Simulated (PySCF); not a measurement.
These are B3LYP-D3(BJ)/def2-TZVP run with PySCF values and carry that method's errors. All species are isolated molecules in the gas phase. B3LYP has the VWN-RPA correlation part, as in Gaussian. Excitations are Tamm–Dancoff values on a coarser integration grid. The basis has no diffuse functions, so Rydberg states are missing or too high.

Reference species (SMILES): `C=O` (neutral, multiplicity 1).

- LUMO = -1.59 eV
- S1 excitation (TDA) = 4.04 eV
- S1 oscillator strength = 0.000

Changed species: `O=[CH][GeH3]` (X = germyl; the reference has X = H).

Give the shifts of the LUMO, S1 excitation (TDA) and S1 oscillator strength.

the LUMO falls by 0.18 eV, to -1.77 eV; the S1 excitation (TDA) decreases by 0.64 eV, to 3.40 eV; the S1 oscillator strength stays essentially unchanged.
